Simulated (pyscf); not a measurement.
Single points on ωB97X-D3(BJ)/def2-SVP structures (PySCF, gas phase).

**Question.** Estimate the classical barrier height and the reaction energy of H₃C–SiH₂–CH₃ + hydrogen (H₂) → methane (CH₄) + methylsilane (H₃C–SiH₃) at PBE0-D3(BJ)/def2-TZVP. The step runs on the singlet surface, breaks C–Si, H–H and forms C–H, H–Si; take the separated reactants as zero.

**Answer.** ΔE‡ = 277.2 kJ/mol, ΔE = -26.7 kJ/mol. ωB97M-D3(BJ)/def2-TZVP gives 295.4 kJ/mol and -27.4 kJ/mol. Zero-point energy shifts the barrier by +10.9 kJ/mol. It is a four-centre exchange, with an imaginary mode of 1648i cm⁻¹. At the saddle there is also a short H–Si contact that neither side keeps. One saddle was located; it need not be the lowest between these sides.
